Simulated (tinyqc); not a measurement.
UHF in the sto-3g basis, for H2O, spin multiplicity 1, step by step. One step of it, computed by the program tinyqc.

Task: Iteration 2: DIIS coefficients. Solve [B -1; -1 0][c; lambda] = [0; -1] for the coefficients, which sum to one.

B (overlaps of the stored error matrices):
```
,1,2
1,1.6353766e+00,8.5497832e-01
2,8.5497832e-01,5.0586309e-01
```

Give: DIIS coefficients.

Result:

DIIS coefficients: -0.8095  1.8095
